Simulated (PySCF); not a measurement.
A geometry optimisation, step by step.

Dimethylsilane, C2H8Si.
Numbering: `[CH3:1][SiH2:2][CH3:3]` (hydrogens: H4, H5, H6 on C1; H7, H8 on Si2; H9, H10, H11 on C3)

Computed by this run: PBE0-D3(BJ)/def2-TZVP geometry optimisation, gas phase in PySCF 2.14.0; density fitting, grid level 2; the optimiser is geomeTRIC in internal coordinates, started from a GFN2-xTB structure with every atom displaced at random (about 0.01 Å). The frame can shift and turn from step to step; on so coarse a grid that alone can change the energy by a few meV, and forces under 0.02 eV/Å are noise.

Step 0: E = -10077.6905 eV, largest atomic force 1.171 eV/Å
```
atom  x, y, z in Å  |  force x, y, z in eV/Å
C1     -1.520   -0.394   -0.032   -0.012   1.054  -0.511
Si2    -0.017    0.743   -0.179    0.150  -1.103   0.307
C3      1.529   -0.276    0.173    0.299   0.524   0.883
H4     -2.418    0.183   -0.259   -0.137   0.033  -0.029
H5     -1.489   -1.210   -0.741    0.149  -0.322  -0.183
H6     -1.644   -0.776    0.962    0.067  -0.324   0.635
H7      0.082    1.305   -1.534   -0.055   0.174  -0.334
H8     -0.097    1.852    0.788   -0.086   0.224   0.162
H9      1.512   -0.713    1.192   -0.172   0.167  -0.441
H10     2.437    0.344    0.142   -0.175  -0.058  -0.104
H11     1.663   -1.084   -0.527   -0.028  -0.370  -0.384
```

Step 1: E = -10077.7161 eV, largest atomic force 0.401 eV/Å
```
atom  x, y, z in Å  |  force x, y, z in eV/Å
C1     -1.523    0.096   -0.303   -0.093  -0.217   0.098
Si2     0.251    0.682   -0.173   -0.259   0.306  -0.013
C3      1.355   -0.705    0.424    0.205   0.028  -0.245
H4     -2.227    0.888   -0.584    0.204  -0.077   0.047
H5     -1.608   -0.711   -1.040   -0.038   0.053   0.064
H6     -1.832   -0.306    0.672   -0.042   0.050  -0.177
H7      0.655    1.242   -1.497    0.154  -0.066   0.052
H8      0.275    1.803    0.814    0.105  -0.018  -0.021
H9      0.862   -1.170    1.273   -0.013  -0.116   0.266
H10     2.353   -0.373    0.737   -0.217   0.003  -0.066
H11     1.480   -1.478   -0.340   -0.006   0.054  -0.003
```

Step 2: E = -10077.7359 eV, largest atomic force 0.142 eV/Å
```
atom  x, y, z in Å  |  force x, y, z in eV/Å
C1     -1.529    0.085   -0.301    0.025  -0.079   0.035
Si2     0.241    0.689   -0.164   -0.132   0.049   0.022
C3      1.347   -0.701    0.420   -0.043  -0.083   0.001
H4     -2.212    0.885   -0.591    0.004   0.036  -0.017
H5     -1.616   -0.719   -1.036    0.012   0.022   0.002
H6     -1.862   -0.309    0.664   -0.007   0.022  -0.031
H7      0.688    1.227   -1.481    0.049  -0.018   0.011
H8      0.294    1.809    0.820    0.016  -0.002  -0.015
H9      0.883   -1.177    1.289    0.070   0.004   0.005
H10     2.339   -0.352    0.713    0.020   0.033  -0.009
H11     1.470   -1.466   -0.350   -0.013   0.017  -0.003
```

Step 3: E = -10077.7403 eV, largest atomic force 0.078 eV/Å
```
atom  x, y, z in Å  |  force x, y, z in eV/Å
C1     -1.537    0.084   -0.302    0.013   0.012  -0.004
Si2     0.230    0.685   -0.153    0.002  -0.046   0.020
C3      1.349   -0.702    0.422   -0.056  -0.028   0.047
H4     -2.207    0.891   -0.604   -0.018   0.018  -0.017
H5     -1.620   -0.719   -1.038    0.012   0.000  -0.014
H6     -1.890   -0.304    0.657   -0.006   0.002   0.017
H7      0.700    1.210   -1.467    0.004   0.007  -0.006
H8      0.295    1.809    0.824   -0.015   0.003   0.002
H9      0.917   -1.185    1.304    0.038   0.012  -0.019
H10     2.341   -0.337    0.691    0.036   0.021  -0.019
H11     1.465   -1.463   -0.353   -0.010  -0.001  -0.007
```

Step 4: E = -10077.7420 eV, largest atomic force 0.064 eV/Å
```
atom  x, y, z in Å  |  force x, y, z in eV/Å
C1     -1.544    0.086   -0.304   -0.001   0.032  -0.015
Si2     0.224    0.679   -0.143    0.046  -0.045   0.005
C3      1.352   -0.704    0.425   -0.026   0.008   0.038
H4     -2.204    0.898   -0.616   -0.008  -0.001  -0.007
H5     -1.622   -0.716   -1.042    0.003  -0.009  -0.007
H6     -1.911   -0.297    0.651   -0.004  -0.004   0.015
H7      0.703    1.198   -1.456   -0.010   0.014  -0.003
H8      0.290    1.807    0.830   -0.019  -0.001   0.009
H9      0.948   -1.189    1.319    0.010   0.012  -0.011
H10     2.346   -0.327    0.670    0.017   0.003  -0.023
H11     1.459   -1.465   -0.352   -0.008  -0.010  -0.001
```

Step 5: E = -10077.7428 eV, largest atomic force 0.036 eV/Å
```
atom  x, y, z in Å  |  force x, y, z in eV/Å
C1     -1.548    0.088   -0.306   -0.004   0.016  -0.013
Si2     0.221    0.674   -0.136    0.032  -0.014  -0.007
C3      1.354   -0.706    0.428    0.004   0.018   0.007
H4     -2.201    0.903   -0.625    0.001  -0.006  -0.001
H5     -1.622   -0.713   -1.046   -0.003  -0.008   0.002
H6     -1.925   -0.294    0.646   -0.001  -0.004   0.004
H7      0.702    1.194   -1.449   -0.006   0.013   0.004
H8      0.284    1.803    0.836   -0.013  -0.006   0.011
H9      0.971   -1.187    1.332   -0.005   0.010   0.004
H10     2.353   -0.323    0.650    0.003  -0.008  -0.016
H11     1.451   -1.469   -0.347   -0.008  -0.012   0.005
```

Step 6: E = -10077.7435 eV, largest atomic force 0.038 eV/Å
```
atom  x, y, z in Å  |  force x, y, z in eV/Å
C1     -1.549    0.089   -0.310   -0.001  -0.007  -0.008
Si2     0.221    0.671   -0.131    0.003   0.018  -0.015
C3      1.356   -0.707    0.431    0.025   0.014  -0.025
H4     -2.198    0.906   -0.634    0.006  -0.006   0.004
H5     -1.620   -0.712   -1.050   -0.005  -0.003   0.008
H6     -1.934   -0.292    0.640    0.002   0.001  -0.004
H7      0.701    1.196   -1.442    0.002   0.009   0.009
H8      0.277    1.798    0.845   -0.004  -0.009   0.009
H9      0.991   -1.179    1.345   -0.011   0.008   0.017
H10     2.360   -0.322    0.627   -0.007  -0.014  -0.005
H11     1.437   -1.478   -0.340   -0.009  -0.010   0.011
```

Step 7: E = -10077.7444 eV, largest atomic force 0.061 eV/Å
```
atom  x, y, z in Å  |  force x, y, z in eV/Å
C1     -1.549    0.088   -0.315    0.003  -0.030  -0.003
Si2     0.220    0.670   -0.125   -0.029   0.043  -0.017
C3      1.358   -0.707    0.432    0.035   0.001  -0.050
H4     -2.194    0.906   -0.643    0.006  -0.004   0.007
H5     -1.616   -0.712   -1.056   -0.005   0.003   0.010
H6     -1.941   -0.293    0.632    0.005   0.006  -0.009
H7      0.700    1.205   -1.432    0.011   0.004   0.011
H8      0.269    1.791    0.858    0.005  -0.009   0.005
H9      1.012   -1.159    1.364   -0.010   0.006   0.025
H10     2.370   -0.328    0.593   -0.013  -0.014   0.007
H11     1.412   -1.492   -0.326   -0.009  -0.005   0.014
```

Step 8: E = -10077.7452 eV, largest atomic force 0.057 eV/Å
```
atom  x, y, z in Å  |  force x, y, z in eV/Å
C1     -1.546    0.086   -0.320    0.004  -0.033  -0.001
Si2     0.221    0.673   -0.121   -0.039   0.041  -0.011
C3      1.358   -0.706    0.432    0.027  -0.012  -0.047
H4     -2.192    0.903   -0.651    0.002  -0.002   0.006
H5     -1.608   -0.714   -1.062   -0.001   0.006   0.007
H6     -1.942   -0.297    0.624    0.005   0.008  -0.008
H7      0.702    1.221   -1.422    0.013  -0.001   0.009
H8      0.262    1.784    0.873    0.009  -0.005   0.000
H9      1.030   -1.132    1.382   -0.004   0.003   0.020
H10     2.379   -0.338    0.558   -0.010  -0.008   0.013
H11     1.381   -1.509   -0.309   -0.007   0.001   0.010
```

Step 9: E = -10077.7455 eV, largest atomic force 0.026 eV/Å
```
atom  x, y, z in Å  |  force x, y, z in eV/Å
C1     -1.543    0.084   -0.323    0.002  -0.014  -0.002
Si2     0.221    0.677   -0.121   -0.020   0.017  -0.002
C3      1.356   -0.705    0.430    0.008  -0.010  -0.019
H4     -2.193    0.898   -0.653   -0.001  -0.001   0.003
H5     -1.603   -0.717   -1.065    0.001   0.004   0.002
H6     -1.937   -0.301    0.621    0.003   0.004  -0.002
H7      0.705    1.233   -1.418    0.007  -0.001   0.003
H8      0.260    1.782    0.880    0.005  -0.001  -0.002
H9      1.033   -1.116    1.389    0.001   0.001   0.008
H10     2.382   -0.347    0.542   -0.003  -0.001   0.008
H11     1.362   -1.518   -0.301   -0.003   0.003   0.003
```

**Question.** Summarise the path.

**Answer.** The energy falls by 1.27 kcal/mol from step 0 to step 9; nine tenths of that is first reached at step 3. It falls at every step. The largest force goes from 1.171 to 0.026 eV/Å. Among the bonds Si2–H7 changes most (a near tie, within 0.001 Å, with another), from 1.469 to 1.491 Å; the atoms move by 0.027 Å rms after alignment.

The cost below is that of the whole optimisation. Time: 43 s wall; peak memory 0.64 GiB. Hardware: one thread of an Intel Xeon 6975P-C, shared host with 32 logical CPUs at a one-minute load of 8.0.
